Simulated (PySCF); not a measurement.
# How methods differ on the ionisation energy of Al

Al [Ne] 3s2 3p1 (2P) → Al⁺ [Ne] 3s2 (1S), as a difference of total energies. Computed with PySCF 2.14 in aug-cc-pVDZ-DK (5s4p2d, 27 functions), with the spin-free X2C one-electron Hamiltonian (Gaussian nucleus). Correlated levels: valence: [Ne] frozen. The calculations carry no spin-orbit coupling.

| method | ionisation energy (eV) |
| --- | --- |
| UHF | 5.586 |
| MP2 (valence) | 5.744 |
| SCS-MP2 (valence) | 5.723 |
| CCSD (valence) | 5.835 |
| CCSD(T) (valence) | 5.856 |
| CCSDT (valence) | 5.867 |
| FCI (valence) | 5.867 |

Problem. How much does correlation contribute at CCSD(T) (valence)?

Solution. 5.856 − (5.586) = 0.270 eV, measured against UHF.

A first-order spin-orbit estimate (lowest level to lowest level, LS coupling) adds 0.008 eV.

Errors of the correlated levels include the incompleteness of this basis and the frozen core.

For comparison: 5.986 eV (measured; NIST Atomic Spectra Database, ionization energies).
